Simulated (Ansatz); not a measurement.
# Scan of [Cl···H···S], triplet

Starting geometry:

```xyz
3

Cl    0.0000    0.0000   -1.5663
H     0.0000    0.0000   -0.2875
S     0.0000    0.0000    1.8537
```

From there H2 is moved from one fragment to the other while all else, the fragments' distance too, stays fixed, so the hump isn't the reaction's barrier; atoms are numbered as listed. Energies are in kcal/mol, counted from the starting geometry at the same level.

Basis cc-pVDZ; Ansatz 0.2.0. Only valence electrons are correlated (noble-gas cores frozen). R marks a restricted (for open shells ROHF) determinant, U an unrestricted one.

The reference follows the lowest state, whose symmetry changes along the scan.

Full CI isn't at hand for all of this; UCCSDT(Q) serves as the reference, and is uncertain by about the last step of the cluster series. The frozen core follows each run's orbitals, which can shift R against U totals by a few meV.

| distance Cl1-H2 (Å) | RCCSD |
| --- | --- |
| 1.189 | 4.6 |
| 1.279 | 0.0 |
| 1.388 | 2.5 |
| 1.496 | 9.5 |
| 1.605 | 18.1 |
| 1.714 | 26.7 |
| 1.823 | 29.1 |
| 1.931 | 25.5 |
| 2.040 | 22.6 |

Q: Estimate the UCCSDT(Q) curve in cc-pVDZ from this one, knowing how RCCSD errs.

A: The computed UCCSDT(Q) values, in kcal/mol from the starting point, and the error of RCCSD against them:
```json
{"distance Cl1-H2 (Å)": "1.189", "UCCSDT(Q)": "4.8", "RCCSD less UCCSDT(Q)": "-0.2"}
{"distance Cl1-H2 (Å)": "1.279", "UCCSDT(Q)": "0.0", "RCCSD less UCCSDT(Q)": "0.0"}
{"distance Cl1-H2 (Å)": "1.388", "UCCSDT(Q)": "2.3", "RCCSD less UCCSDT(Q)": "0.3"}
{"distance Cl1-H2 (Å)": "1.496", "UCCSDT(Q)": "8.9", "RCCSD less UCCSDT(Q)": "0.6"}
{"distance Cl1-H2 (Å)": "1.605", "UCCSDT(Q)": "17.1", "RCCSD less UCCSDT(Q)": "1.0"}
{"distance Cl1-H2 (Å)": "1.714", "UCCSDT(Q)": "25.2", "RCCSD less UCCSDT(Q)": "1.5"}
{"distance Cl1-H2 (Å)": "1.823", "UCCSDT(Q)": "27.8", "RCCSD less UCCSDT(Q)": "1.4"}
{"distance Cl1-H2 (Å)": "1.931", "UCCSDT(Q)": "24.8", "RCCSD less UCCSDT(Q)": "0.7"}
{"distance Cl1-H2 (Å)": "2.040", "UCCSDT(Q)": "22.4", "RCCSD less UCCSDT(Q)": "0.2"}
```

The error spans 1.6 kcal/mol and is largest, 1.5 kcal/mol, at 1.714 Å.
